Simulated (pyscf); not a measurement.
Structures and frequencies: ωB97X-D3(BJ)/def2-SVP in PySCF.

### Question
Estimate by transition-state theory the rate constant of O=Cr(=O)(Cl)–Cl (SMILES [O]=[Cr](=[O])([Cl])[Cl]) + HF (SMILES F) -> O=Cr(=O)(F)–Cl (SMILES [O]=[Cr](=[O])([F])[Cl]) + HCl (SMILES Cl) (singlet surface; Cl–Cr, F–H broken, Cr–F, Cl–H formed) at 298 K, with ωB97M-D3(BJ)/def2-TZVP energies (ideal gas, 1 atm, RRHO with modes under 100 cm⁻¹ raised to 100, one conformer, R ln 2 for chiral ones without a mode under 150 cm⁻¹; no tunnelling).

### Answer
The electronic barrier is 20.9 kcal/mol and the thermal terms add +8.1, so ΔG‡ = 29.0 kcal/mol. With k_BT/h = 6.21e+12 s⁻¹ and RT = 0.592 kcal/mol, and a volume of 4.06e-20 cm³ per molecule at 1 atm, k = 1.4e-28 cm³ molecule⁻¹ s⁻¹. Wigner's tunnelling factor for 551i cm⁻¹ would be 1.29. A shift of 1 kcal/mol in the barrier changes k by a factor 5.4. This is the saddle that the search found; another between the same sides may lie lower.
